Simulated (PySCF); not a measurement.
NMR data sheet: cyclohexene

```
Formula                               : C6H10
SMILES                                : C1=CCCCC1
Point group of the computed structure : C2
Degrees of unsaturation               : 2
Carbon signals                        : 3
Proton signals                        : 3
```

Bonds (- single, = double, # triple, : aromatic): C1=C2, C2-C3, C3-C4, C4-C5, C5-C6, C6-C1. C1 carries H7; C2 carries H8; C3 carries H9, H10; C4 carries H11, H12; C5 carries H13, H14; C6 carries H15, H16.

Computational details: geometry: GFN2-xTB, GIAO PBE0/pcSseg-1 shieldings, in PySCF 2.14.0 with density-fitted response routines (rapidly exchanging positions averaged, no solvent model, non-relativistic, single conformer).

References, each an isolated molecule treated in the same way: 1H, 13C against TMS.

```tsv
carbon	δC, type	δH (multiplicity)	HMBC from (2–3 bonds)	span of the C tensor (ppm)
C1/C2	135.0, CH	6.02 (m)	H7/H8, H9/H10/H15/H16, H11/H12/H13/H14	221
C3/C6	29.7, CH2	2.14 (m)	H7/H8, H11/H12/H13/H14	17
C4/C5	26.4, CH2	1.62 (m)	H7/H8, H9/H10/H15/H16, H11/H12/H13/H14	10
```

Carbon types of the structure: 2 × CH, 4 × CH2, which accounts for all hydrogens. δC 135.0: alkene CH; the olefinic region. δC 29.7: allylic sp3 CH2; saturated and bonded to C and H only. δC 26.4: sp3 CH2 in a ring; aliphatic region, no heteroatom directly attached. δH 6.02: hydrogen on an alkene CH; attached to an sp2 carbon and in the plane of the double bond. δH 2.14: hydrogen on an allylic sp3 CH2; allylic position.

Shifts are as computed. Against solution values, carbons near 30 ppm lie about +3 ppm off and those near 130 ppm about +5 ppm. Of 1211 compounds with measured shifts, 218 miss one by over three times the rms of a fit or turn the order of signals round; such compounds aren't used in these exercises. Multiplicities follow the n + 1 count of equivalent neighbours, as no J values were calculated; m marks all less simple cases, F and P coupling included.
